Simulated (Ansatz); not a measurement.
# AlHN: the cost of one run

Program: Ansatz 0.2.0, Gaussian basis. Level of theory: def2-QZVPP, core rule «outside noble gas», up to 6 orbitals frozen. These are calculated values, not measurements.

The runs, in order: UHF; ROHF; CCSD(T) on UHF.

## 1. The geometry

The geometry is a PBE0/def2-TZVP stationary point (not a proven minimum) of the parent state, kept for this charge and spin.

3 atoms, charge 1, spin multiplicity 3.

Atoms are counted from 1 here; the program's logs count them from 0.

Bond lengths: Al1–N2 1.919 Å, Al1–H3 1.612 Å. Angles: N2–Al1–H3 112.5°.

## 2. UHF

Input file in.yaml:

```yaml
crystal:
  periodic: [false, false, false]
  atoms:
    - {symbol: Al, position_ang: [0.000000, -0.104664, 0.617425]}
    - {symbol: N, position_ang: [0.000000, 0.107524, -1.289743]}
    - {symbol: H, position_ang: [0.000000, 1.307572, 1.394905]}
basis:
  gaussian: {orbitals: "def2-QZVPP.json"}
total_charge: 1
magnetization: {spin_polarized: true, initial_magnetization: 2}
hamiltonian: {xc: hf}
output: {orbitals: {seedname: orbitals}}
```

On the command line:

```
$ ansatz run in.yaml --threads 1 --pin off --events-out ev --progress --plain --max-ram 2393MiB
```

Q: Estimate wall time and peak memory on 1 thread of Arm Neoverse V1, shared host.

About 14 s, with a peak of 0.26 GiB.
